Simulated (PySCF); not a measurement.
## XPS shifts beside NMR shieldings

Compound: C2H2F3P.
Z-matrix (Å and degrees, PBE0-D3(BJ)/def2-SVP geometry), rows numbered from 1:
```
F 
C   1  1.3050
F   2  1.3089  1  111.92
C   2  1.3357  1  124.99  3  -179.70
F   4  1.3396  2  117.64  1    -0.49
P   4  1.8313  2  126.81  1   178.39
H   6  1.4286  4   97.73  2    59.58
H   6  1.4261  4   96.76  2   -34.82
```

Binding energies: PySCF 2.14.0, delta-SCF UKS SCAN, pcX-2 on the ionised atom, pcseg-1 elsewhere, spin-free X2C. Shieldings: GIAO B3LYP/pcSseg-2, non-relativistic, same geometry.

```csv
atom,F 1s (eV)
F1,694.42
F3,694.61
F5,693.40
```

Q: What are the absolute isotropic shieldings of these atoms?

A: 
```tsv
atom	environment	F 1s (eV)	isotropic shielding (ppm)
F5	vinyl fluorine	693.40	355.9
F1	vinyl fluorine	694.42	260.3
F3	vinyl fluorine	694.61	272.6
```

Q: Among the listed atoms, is the one with the highest binding energy also the least shielded?

A: No. The highest binding energy is at F3 (694.61 eV, shielding 272.6 ppm), the lowest shielding at F1 (260.3 ppm, 694.42 eV).

By binding energy: F5 < F1 < F3. By shielding: F1 < F3 < F5.

The structure is a single PBE0-D3(BJ)/def2-SVP conformer in the gas phase; no vibrational or solvent corrections.
